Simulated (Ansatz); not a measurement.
Li2Al⁺, relaxed as a singlet with RKS PBE-D4/def2-TZVP in Ansatz, starting from the GFN1-xTB geometry. Force threshold 0.02 eV/Å.

The structure comes from a short search, and lower isomers may exist.

Start:

Cartesian coordinates in Å:
```
Al 0.0034 0.0081 0.0108
Li -0.5287 -1.4614 2.0057
Li 0.5254 1.4533 -2.0165
```

(1) Estimate the energy that the relaxation releases and the steps that it takes.

(2) Does the start keep its bonding and symmetry?

(3) Predict the relaxed structure.

## Answers

(1) 3.6 kcal/mol, in 4 steps; 1.6 s on 4 threads of Arm Neoverse V1 on a shared host. No frequencies were taken in this run, so the end may be a saddle point.

(2) By distances, no bond broke or formed. The bond that changes most is Al1–Li2, from 2.53 to 2.78 Å (atoms count from 1). Point group D∞h at the start, D∞h at the end, both within 0.05 Å.

(3) 
Cartesian coordinates in Å:
```
Al 0.0000 0.0000 0.0000
Li -0.5767 -1.5947 2.2006
Li 0.5767 1.5947 -2.2006
```
Bond lengths (bridged metal pairs left out): 2 × Al–Li 2.78 Å.
